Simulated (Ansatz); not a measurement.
Scan of [AlH2···H···SiH3], doublet

Starting geometry:

```csv
atom,x (Å),y (Å),z (Å)
Al,-1.7637,0.0000,0.0000
H,-2.5566,1.3734,0.0000
H,-2.5566,-1.3734,0.0000
H,-0.1778,0.0000,0.0000
Si,1.6573,0.0000,0.0000
H,2.1073,-1.4163,0.0000
H,2.1073,0.7081,-1.2265
H,2.1073,0.7081,1.2265
```

From there H4 is moved from one fragment to the other while all else, the fragments' distance too, stays fixed; atoms are numbered as listed. Energies are in eV, counted from the starting geometry at the same level. Kohn–Sham curves are unrestricted where that lies lower.

Basis cc-pVDZ; Ansatz 0.2.0. Only valence electrons are correlated (noble-gas cores frozen). Prefix R: restricted or restricted open-shell reference; prefix U: unrestricted.

In so small a basis the reference is far from its limit while semilocal and hybrid functionals are nearer theirs (RPA and double hybrids share much of the reference's basis error), so the functionals' errors here hold much of the reference's basis and frozen-core error, which can add to them or hide them.

Full CI isn't at hand for all of this; UCCSDT(Q) serves as the reference, and is uncertain by about the last step of the cluster series.

```csv
distance Al1-H4 (Å),UCCSDT(Q),SPW92,PBE,r2SCAN,PBE0,B3LYP,wB97M-V,B2PLYP,RPA-PBE
1.586,0.000,0.000,0.000,0.000,0.000,0.000,0.000,0.000,0.000
1.642,-0.040,-0.072,-0.066,-0.055,-0.057,-0.051,-0.043,-0.045,-0.055
1.755,-0.109,-0.158,-0.149,-0.128,-0.135,-0.124,-0.113,-0.114,-0.151
1.868,-0.168,-0.169,-0.169,-0.155,-0.168,-0.160,-0.165,-0.161,-0.222
1.981,-0.144,-0.055,-0.072,-0.078,-0.096,-0.097,-0.126,-0.119,-0.200
```

(1) Judged by the spread of the error over the points with a reference (largest less smallest), which of these follows UCCSDT(Q) best and which worst?

Results:

(1) Subtracting the UCCSDT(Q) column from each: best wB97M-V (errors from -0.004 to 0.018, spread 0.022 eV), worst SPW92 (from -0.049 to 0.089, spread 0.138 eV). Functionals and wave-function methods converge differently with the basis, so part of this is basis effect.
